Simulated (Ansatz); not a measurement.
# C2H4ClF: a ladder of functionals and wavefunction methods

An exercise on one series of results from a longer session: the logs are not shown, and one member is left open.

The runs use Ansatz 0.2.0, Gaussian basis; functionals in def2-TZVPP, the program's frozen cores in correlated methods.

Plan: LDA (SPW92), PBE-D4, revPBE-D4, BLYP-D4, r2SCAN-D4, B97M-V, PBE0-D4, B3LYP-D4, r2SCANh-D4, r2SCAN0-D4, HSE06-D4, BHLYP-D4, CAM-B3LYP-D4, LC-ωPBE, ωB97X-V, ωB97M-V, B2PLYP, PBE-QIDH; CCSD(T)/def2-SVP; CCSD(T)/def2-TZVPP; MP2/def2-QZVPP; extrapolation to the limit; RPA on PBE.

## Structure used throughout

An earlier PBE0-D4 in a triple-zeta def2 set relaxation fixed the geometry.

SMILES `FCCCl`, 8 atoms, charge 0, spin multiplicity 1.

Atoms are counted from 1 here; the program's logs count them from 0.

Bond lengths: F1–C2 1.375 Å, C2–C3 1.501 Å, C2–H5 1.093 Å, C2–H6 1.096 Å, C3–Cl4 1.778 Å, C3–H7 1.090 Å, C3–H8 1.091 Å. Angles: F1–C2–C3 110.9°, F1–C2–H5 108.3°, F1–C2–H6 108.0°, C3–C2–H5 111.2°, C3–C2–H6 109.0°, H5–C2–H6 109.4°, C2–C3–Cl4 112.2°, C2–C3–H7 110.7°, C2–C3–H8 109.7°, Cl4–C3–H7 107.4°, Cl4–C3–H8 107.5°, H7–C3–H8 109.3°.

The first run:

in.yaml

```yaml
crystal:
  periodic: [false, false, false]
  atoms:
    - {symbol: F, position_ang: [-1.325794, 0.491620, 1.022931]}
    - {symbol: C, position_ang: [-0.132126, 0.664012, 0.361593]}
    - {symbol: C, position_ang: [0.312013, -0.617262, -0.282365]}
    - {symbol: Cl, position_ang: [-0.747388, -1.095274, -1.627743]}
    - {symbol: H, position_ang: [-0.262146, 1.454939, -0.381804]}
    - {symbol: H, position_ang: [0.620731, 0.974422, 1.095437]}
    - {symbol: H, position_ang: [0.308192, -1.432691, 0.440471]}
    - {symbol: H, position_ang: [1.318617, -0.496867, -0.684320]}
basis:
  gaussian: {orbitals: def2-TZVPP}
hamiltonian: {xc: lda}
output: {orbitals: {seedname: orbitals}}
```

Started as:

```
ansatz run in.yaml --threads 2 --pin off --events-out ev --progress --plain --max-ram 4352MiB
```

Among the steps run: LDA; PBE-D4 (GGA); revPBE-D4 (GGA); BLYP-D4 (GGA); r2SCAN-D4 (meta-GGA); B97M-V (meta-GGA); PBE0-D4 (hybrid); B3LYP-D4 (hybrid); r2SCANh-D4 (hybrid); r2SCAN0-D4 (hybrid); HSE06-D4 (hybrid); BHLYP-D4 (hybrid); CAM-B3LYP-D4 (range-separated); LC-ωPBE (range-separated); ωB97X-V (range-separated); ωB97M-V (range-separated); B2PLYP (double hybrid); PBE-QIDH (double hybrid).

One table of the session follows, with a row left open; its other results are not shown here.

It belongs to the step «Orbital energies across the functionals». 

```
  functional  HOMO (eV)  LUMO (eV)  gap (eV)
 LDA (SPW92)      -7.25      -0.58      6.67
      PBE-D4      -7.14      -0.37      6.76
   revPBE-D4      -7.09      -0.28      6.80
     BLYP-D4      -7.00      -0.29      6.71
   r2SCAN-D4      -7.47      -0.04      7.43
      B97M-V      -7.59      -0.05      7.54
     PBE0-D4      -8.58       0.73      9.32
    B3LYP-D4      -8.32       0.42      8.74
  r2SCANh-D4      -8.00       0.37      8.37
  r2SCAN0-D4      -8.80       0.96      9.76
    HSE06-D4      -8.18       0.35      8.52
    BHLYP-D4      -9.90       1.65     11.55
CAM-B3LYP-D4          ?          ?         ?
     LC-ωPBE     -11.46       3.10     14.56
     ωB97X-V     -11.07       2.92     13.99
     ωB97M-V     -10.91       2.58     13.49
```

**Question.** Estimate the row for CAM-B3LYP-D4.

The run gave: HOMO (eV): -10.01; LUMO (eV): 1.76; gap (eV): 11.77. In the column «HOMO (eV)» it lies between ωB97M-V (-10.91) and BHLYP-D4 (-9.90).
